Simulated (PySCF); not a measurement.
## Adding and removing an electron: CH

PBE0; H def2-SVP, C def2-SVP; no relativity (PySCF 2.14). Neutral (UKS): doublet (π ↑), Re = 1.134 Å, ωe = 2871 cm⁻¹, De = 3.56 eV, HOMO -7.35 eV, LUMO -3.70 eV.

CH⁺ (UKS): singlet (closed shell), Re = 1.147 Å, ωe = 2868 cm⁻¹, De = 4.14 eV to H + C⁺. The energies at the minima are -38.39169 hartree for CH and -37.98727 for CH⁺.

(1) Work out the adiabatic ionisation energy, without and with harmonic zero-point energies (1 hartree = 27.2114 eV, 1 eV = 8065.5 cm⁻¹), and the change of the bond length.

For an ion De counts to the pair picked by the measured ionisation energies or electron affinities, which need not be the lowest pair at this level. States were picked by a PBE0 search and need not be the measured ground states.

## Answers

(1) At PBE0: 0.40442 hartree = 11.005 eV between the minima; the zero-point term (2868.0 − 2871.0)/2 cm⁻¹ = -0.000 eV makes it 11.005 eV. Re changes by +1.3 pm against the neutral. The electron leaves a π orbital, which is non-bonding in a hydride.
